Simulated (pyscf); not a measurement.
A first-order saddle from PySCF, ωB97X-D3(BJ)/def2-SVP:

```xyz
7

O      1.5026     1.4789     0.1491
Si     0.3524     0.4895     0.0454
O      0.6297    -1.1375    -0.0658
O     -1.2369     0.8336     0.0267
H     -0.4671    -1.9204    -0.1426
H     -1.8915     0.1318    -0.0471
H     -1.2620    -2.2185    -0.1765
```
Charge 0, spin multiplicity 2.

Surface: doublet, charge 0. Lowest wavenumbers (cm⁻¹): 1094i, 108, 266, 320, 328.

Q: Which two sides does it connect, and which bonds change?

A: O=Si(OH)–OH (SMILES O=[Si](O)O) + H• (SMILES [H]) ⇌ •O–Si(=O)–OH (SMILES [O][Si](=O)O) + H₂ (SMILES [H][H]), a hydrogen abstraction read from left to right: H–O broken and H–H formed. At ωB97M-D3(BJ)/def2-TZVP it lies +25.7 kcal/mol from the left side and +6.5 kcal/mol from the right (each side as separated species at their lowest minima found). This is the saddle that the search found; another between the same sides may lie lower. The angle at the transferred H is 165°.
